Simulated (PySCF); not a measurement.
carbonyl sulfide anion (COS), SMILES C(=S)=O (connectivity only; charge and spin as stated), charge -1, multiplicity 2. Atoms are numbered in the order given.

```xyz
3

O      0.1747    -1.6510     0.0000
C     -0.3849    -0.5861     0.0000
S      0.0570     1.0453     0.0000
```
Charge -1, spin multiplicity 2.

Geometry optimised at PBE0-D3(BJ)/def2-TZVPD. The spin state was assumed, not searched.

Two levels are set side by side: PBE/pcH-1 (PySCF) and B3LYP/pcH-1 (PySCF). Contact hyperfine couplings, same geometry. Differences are taken from unrounded values.

```json
[
 {"quantity": "A(iso) of 17O, atom O1 (MHz)", "B3LYP": "-50.7", "PBE": "-42.3", "PBE minus B3LYP": "8.4"},
 {"quantity": "A(iso) of 13C, atom C2 (MHz)", "B3LYP": "367.7", "PBE": "363.2", "PBE minus B3LYP": "-4.4"},
 {"quantity": "A(iso) of 33S, atom S3 (MHz)", "B3LYP": "45.7", "PBE": "50.2", "PBE minus B3LYP": "4.4"}
]
```

Rough cost on one machine, each run with all the roots and properties that it gave: B3LYP against PBE within a factor of 2.
